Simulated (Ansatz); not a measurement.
System: fcc Cu. Method: LDA in Ansatz (PAW).

Run with plane-wave cutoff 520 eV, 26×26×26 k mesh, Fermi–Dirac smearing 0.05 eV, no spin polarisation, scalar-relativistic PAW data made under PBE.

Energies at three volumes about the minimum:

| V (Å³/atom) | E − E_lowest (meV/atom) |
|---|---|
| 10.657 | 2.94 |
| 10.874 | 0.00 |
| 11.092 | 2.22 |

Problem. Fit a parabola by hand: where is the minimum, what lattice constant follows, and what is the bulk modulus?

Solution. Slopes: (0.00 − 2.94)/(10.874 − 10.657) = -13.548 and (2.22 − 0.00)/(11.092 − 10.874) = 10.183 meV/Å³. Curvature E″ = 2 × (10.183 − (-13.548))/(11.092 − 10.657) = 109.108 meV/Å⁶. From the middle of the first interval, the slope vanishes at V0 = 10.7655 − (-13.548)/109.108 = 10.890 Å³/atom. B = V0 E″ = 10.890 × 109.108 meV/Å³ × 0.1602 GPa per meV/Å³ = 190 GPa. With 4 atoms in the cube, a = (4 × 10.890)^(1/3) = 3.519 Å. The full Birch–Murnaghan fit to all volumes gives V0 = 10.885 Å³/atom and B0 = 189 GPa.

Measured, for comparison: bulk modulus 144 GPa (0 K value with the zero-point phonon effect removed, sources range from 140 to 145; as tabulated in Mejia-Rodriguez and Trickey (2018), arXiv:1807.09216); lattice constant a 3.595 Å (low-temperature or extrapolated to 0 K; zero-point anharmonic expansion removed; as tabulated in Csonka et al. (2009), arXiv:0903.4037). Computed less measured: bulk modulus +31 % (+30 % to +35 % over the range).

Ansatz is a first-principles code.
